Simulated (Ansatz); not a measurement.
One crystal and one scan (energy against volume) at two levels, PBE (plane waves to 420 eV, PAW, scalar-relativistic; Ansatz, a first-principles code) and r2SCAN (plane waves to 500 eV, PAW, scalar-relativistic; Ansatz), each from its own relaxed cell and on its own mesh. The cell shown is that of PBE.

InSb (zinc blende)

```
CELL_PARAMETERS angstrom
      0.00000     3.31730     3.31730
      3.31730     0.00000     3.31730
      3.31730     3.31730     0.00000
ATOMIC_POSITIONS crystal
  Sb 0.75000 0.75000 0.75000
  In 0.00000 0.00000 0.00000
```

Equation-of-state scan: isotropic scaling of the cell above, V₀ being its volume. Symmetry pins the atoms to their sites.

E stands for the smeared free energy. InSb was relaxed with its symmetry unable to fall. Spin-orbit coupling is left out, though Sb is heavy. Percentages come from the unrounded values. Both scans cover V/V₀ from 0.940 to 1.060.

Results of PBE:

| Property | Result |
|---|---|
| Lattice constant a (Å) | 6.635 |
| Pressure at the smallest volume (GPa) | 2.7 |
| Energy cost of the largest compression (meV/atom) | 17 |
| Energy cost of the largest expansion (meV/atom) | 13 |
| Bulk modulus B₀ (third-order Birch-Murnaghan fit) (GPa) | 36.7 |
| Pressure derivative B₀′ (fit) | 4.9 |
| Pressure for 5 % compression (fit) (GPa) | 2.1 |

Estimate the r2SCAN values.


```json
[
 {"quantity": "Lattice constant a (Å)", "r2SCAN": "6.556", "PBE − r2SCAN": "+0.079 (+1.2 %)"},
 {"quantity": "Pressure at the smallest volume (GPa)", "r2SCAN": "3.1", "PBE − r2SCAN": "-0.4 (-15 %)"},
 {"quantity": "Energy cost of the largest compression (meV/atom)", "r2SCAN": "19", "PBE − r2SCAN": "-2"},
 {"quantity": "Energy cost of the largest expansion (meV/atom)", "r2SCAN": "15", "PBE − r2SCAN": "-2"},
 {"quantity": "Bulk modulus B₀ (third-order Birch-Murnaghan fit) (GPa)", "r2SCAN": "43.5", "PBE − r2SCAN": "-6.8 (-16 %)"},
 {"quantity": "Pressure derivative B₀′ (fit)", "r2SCAN": "4.7", "PBE − r2SCAN": "+0.2 (+3 %)"},
 {"quantity": "Pressure for 5 % compression (fit) (GPa)", "r2SCAN": "2.5", "PBE − r2SCAN": "-0.4 (-15 %)"}
]
```

PBE gives the higher value for: lattice constant a. PBE gives the lower value for: pressure at the smallest volume; bulk modulus B₀; pressure for 5 % compression. (PBE) At this level the bands of InSb touch or barely overlap; measurements give the solid a gap. (r2SCAN) At this level the bands of InSb touch or barely overlap; measurements give the solid a gap. For the lattice constant a the reference is 6.468 Å (measured, corrected to the static lattice; as given in Daniel Mejia-Rodriguez, S. B. Trickey, Physical Review B (2018), arXiv:1807.09216): r2SCAN lies nearer. For the bulk modulus B₀ the reference is 46.1 GPa (measured, corrected to the static lattice; as given in Daniel Mejia-Rodriguez, S. B. Trickey, Physical Review B (2018), arXiv:1807.09216): r2SCAN lies nearer. 

(Under strain, the slope of the energy per volume gives the stress and its curvature an elastic modulus.)
